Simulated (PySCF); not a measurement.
Atom-mapped SMILES (the numbers label the heavy atoms): `[CH3:1][CH2:2]/[CH:3]=[CH:4]\[O-:5]`. Each H is labelled by its parent atom.

Geometry: GFN2-xTB; GIAO absolute shieldings from PySCF 2.14, gas phase, non-relativistic, averaged over equivalent atoms.

At OLYP/6-31++G** (132 basis functions, 27 s wall time on 1 thread of an Arm Neoverse N1, shared host):
| atoms | σ (ppm) |
| --- | --- |
| C4 | 45.6 |
| C3 | 110.2 |
| C2 | 168.1 |
| C1 | 174.0 |
| O5 | 40.7 |
| H(C4) | 22.61 |
| H(C3) | 28.52 |
| H(C2) | 28.88 |
| H(C1) | 31.37 |

Q: What do these become at WP04/def2-TZVP?

A: 
| atoms | σ at WP04/def2-TZVP | change |
| --- | --- | --- |
| C4 | 17.8 | -27.8 |
| C3 | 100.1 | -10.1 |
| C2 | 154.4 | -13.7 |
| C1 | 156.4 | -17.6 |
| O5 | 55.9 | +15.2 |
| H(C4) | 24.25 | +1.64 |
| H(C3) | 29.94 | +1.42 |
| H(C2) | 29.87 | +0.99 |
| H(C1) | 31.72 | +0.35 |

The largest change is at C4 (alkene CH). Cost: 197 basis functions, 43 s wall time on 1 thread of an Arm Neoverse N1, shared host. The order of the carbon signals is the same at both levels.
